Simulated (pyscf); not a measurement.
PySCF, gas phase, ωB97X-D3(BJ)/def2-SVP geometries.

PBE/def2-TZVP puts the barrier of `[OH][Si]([F])([F])[F]` + `[H]` [doublet] -> `[F][Si]([F])[F]` [doublet] + `[OH2]` (substitution at O; doublet surface; O–Si broken, H–O formed) at 22.0 kcal/mol and the reaction energy at +13.5 kcal/mol, from the separated reactants. What do B3LYP-D3(BJ)/def2-TZVP, PBE0-D3(BJ)/def2-TZVP, ωB97M-D3(BJ)/def2-TZVP give on the same structures?

B3LYP-D3(BJ): ΔE‡ = 27.5 kcal/mol, ΔE = +15.5 kcal/mol; PBE0-D3(BJ): ΔE‡ = 29.9 kcal/mol, ΔE = +17.2 kcal/mol; ωB97M-D3(BJ): ΔE‡ = 34.2 kcal/mol, ΔE = +19.8 kcal/mol. PBE's barrier lies under all of them, by 5.5 to 12.1 kcal/mol. Its reaction energy lies under all of them, by 2.0 to 6.4 kcal/mol. Low barriers are usual for a GGA, whose delocalisation error favours stretched bonds. On the product side the descent ends in a complex, 7.3 kcal/mol under the separated species and 24.9 kcal/mol under the saddle at ωB97X-D3(BJ)/def2-TZVP. At ωB97X-D3(BJ) the barrier from the zero used here is 37.5 kcal/mol. This is the saddle that the search found; another between the same sides may lie lower. The angle at the attacked O is 140°.
